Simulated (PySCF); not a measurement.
Compound: C3H4N2S.
InChI=1S/C3H4N2S/c4-3-1-5-6-2-3/h1-2H,4H2

Torsions of this conformer, `[NH2:1][c:2]1[cH:3][n:4][s:5][cH:6]1`: H–N1–C2–C3 29°, H–N1–C2–C3 161°.

The closed-shell ground state was solved at several levels (PySCF, density fitting, gas phase, non-relativistic). Geometry: PBE0-D3(BJ)/def2-SVP; no solvent, vibrations or thermal averaging.

```csv
level,basis functions,total energy (Eh),HOMO (eV),LUMO (eV),gap (eV),dipole (D)
PBE0/pcSseg-1,129,-623.9546,-6.22,-0.69,5.53,3.69
B3LYP/def2-TZVP,216,-624.5208,-5.97,-0.91,5.06,3.59
CAM-B3LYP/def2-SVPD,159,-624.0213,-7.50,0.26,7.76,3.59
B3LYP/6-31G*,96,-624.3810,-5.68,-0.49,5.19,3.68
PBE0/pcSseg-2,279,-624.1126,-6.23,-0.77,5.46,3.61
```

(1) Estimate the row for B3LYP/cc-pVTZ, a basis of 240 functions; the other rows only guide the guess.

(2) Over all these levels, which gives the widest orbital gap and which the narrowest?

(3) How much does the basis alone move the frontier levels among the 3 B3LYP rows (the withheld one included)?

(4) How far do the dipole and the HOMO energy spread over the levels?

Results:

(1) Total energy -624.5167 Eh, HOMO -5.92 eV, LUMO -0.83 eV, gap 5.09 eV, dipole 3.56 D.

(2) CAM-B3LYP/def2-SVPD (range-separated hybrid) has the widest, 7.76 eV, and B3LYP/def2-TZVP (global hybrid, 20 % exact exchange) the narrowest, 5.06 eV. Functional and basis both differ between the two, so the spread mixes both effects.

(3) The HOMO by 0.29 eV and the LUMO by 0.42 eV. By rising basis size (HOMO, LUMO in eV): 6-31G* -5.68, -0.49; def2-TZVP -5.97, -0.91; cc-pVTZ -5.92, -0.83.

(4) The dipole runs from 3.56 to 3.69 D (mean 3.62 D) and the HOMO from -7.50 to -5.68 eV.
